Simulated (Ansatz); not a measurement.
# NH₄ (doublet): from Hartree-Fock to the top rungs at distance N1–H4 along a hydrogen transfer = 1.202 Å, 6-31G

How much of the correlation energy of NH₄ (doublet) does each wave-function method recover here?

The runs use Ansatz 0.2.0, Gaussian basis; 6-31G, core rule «outside noble gas», up to 1 orbitals frozen.

To be run: UHF; CCSD(T) on ROHF; CCSD(T) on UHF; BCCD(T) on ROHF; CISD; CCSDT(Q) on ROHF; CCSDT(Q) on UHF; CISDTQ; CCSDTQ on ROHF; CCSDTQ on UHF; CASSCF and MRCISD+Q, 3 electrons in 3 orbitals; CASSCF and NEVPT2, 3 electrons in 3 orbitals; CASSCF and MRCISD+Q, 9 electrons in 8 orbitals; CASSCF and MRCISD+Q(relaxed), 9 electrons in 8 orbitals; CASSCF and NEVPT2, 9 electrons in 8 orbitals; Full CI.

6 further runs of the same task are left out: 1 for a mislabelled method, 5 that didn't finish.

## Step 1: The geometry

The geometry derives from fragments relaxed apart (PBE0/def2-TZVP) and kept rigid, so it is no stationary point. A hydrogen atom is moved between rigid fragments.

5 atoms, charge 0, spin multiplicity 2.

Atoms are counted from 1 here; the program's logs count them from 0.

Bond lengths: N1–H2 1.012 Å, N1–H3 1.012 Å, N1–H4 1.202 Å, H4–H5 0.821 Å. Angles: H2–N1–H3 107.1°, H2–N1–H4 107.1°, H3–N1–H4 107.1°, N1–H4–H5 180.0°.

## Step 2: UHF

File in.yaml:

```yaml
crystal:
  periodic: [false, false, false]
  atoms:
    - {symbol: N, position_ang: [-0.146982, -0.031601, -0.049186]}
    - {symbol: H, position_ang: [-0.444262, 0.936233, -0.049186]}
    - {symbol: H, position_ang: [-0.444261, -0.433900, 0.831073]}
    - {symbol: H, position_ang: [1.055018, -0.031600, -0.049187]}
    - {symbol: H, position_ang: [1.876018, -0.031600, -0.049187]}
basis:
  gaussian: {orbitals: 6-31G}
magnetization: {spin_polarized: true, initial_magnetization: 1}
hamiltonian: {xc: hf}
output: {orbitals: {seedname: orbitals}}
```

The run is started by

```console
ansatz run in.yaml --threads 1 --pin off --events-out ev --progress --plain --max-ram 2393MiB
```

After this run come: CCSD(T) on ROHF; CCSD(T) on UHF; BCCD(T) on ROHF; CISD; CCSDT(Q) on ROHF; CCSDT(Q) on UHF; CISDTQ; CCSDTQ on ROHF; CCSDTQ on UHF; CASSCF and MRCISD+Q, 3 electrons in 3 orbitals; CASSCF and NEVPT2, 3 electrons in 3 orbitals; CASSCF and MRCISD+Q, 9 electrons in 8 orbitals; CASSCF and MRCISD+Q(relaxed), 9 electrons in 8 orbitals; CASSCF and NEVPT2, 9 electrons in 8 orbitals; Full CI.

**Question.** What will the summary of the whole plan be? Wanted: FCI below the RHF energy; RMP2 from FCI; UMP2 from FCI; RCCSD from FCI; RCCSD(T) from FCI; UCCSD(T) from FCI; RCCSDT(Q) from FCI; UCCSDT(Q) from FCI; NEVPT2 pair from FCI.

As calculated:

| quantity | value |
| --- | --- |
| FCI below the RHF energy | -4.0464 eV |
| RMP2 from FCI | +12.24 kcal/mol |
| UMP2 from FCI | +13.34 kcal/mol |
| RCCSD from FCI | +1.64 kcal/mol |
| RCCSD(T) from FCI | +0.35 kcal/mol |
| UCCSD(T) from FCI | +0.35 kcal/mol |
| RCCSDT(Q) from FCI | 0.00 kcal/mol |
| UCCSDT(Q) from FCI | 0.00 kcal/mol |
| NEVPT2 pair from FCI | +9.60 kcal/mol |
| MRCISD+Q pair from FCI | +0.90 kcal/mol |
| NEVPT2 valence from FCI | +7.62 kcal/mol |
| levels within 1 kcal/mol (43 meV) | RCCSD(T), UCCSD(T), BCCD(T), RCCSDT, UCCSDT, CISDTQ, RCCSDT(Q), UCCSDT(Q), RCCSDTQ, UCCSDTQ, MRCISD+Q pair, MRCISD+Q valence, MRCISD+Q(relaxed) valence |
| T1 diagnostic | 0.023 |
| effectively unpaired electrons | 1.02 |

What this shows: RCCSD(T) lands +0.35 kcal/mol from the yardstick (0.4 % of the correlation energy). MRCISD+Q(relaxed) valence falls below full CI: the +Q correction isn't variational, and the cores differ from full CI's. One determinant dominates. Of the multireference levels listed MRCISD+Q(relaxed) valence comes nearest in total energy (-0.14 kcal/mol), which doesn't show that its space is the better one. These misses are within one basis, not against nature; the frozen cores of restricted and unrestricted runs differ, which can shift their rows.
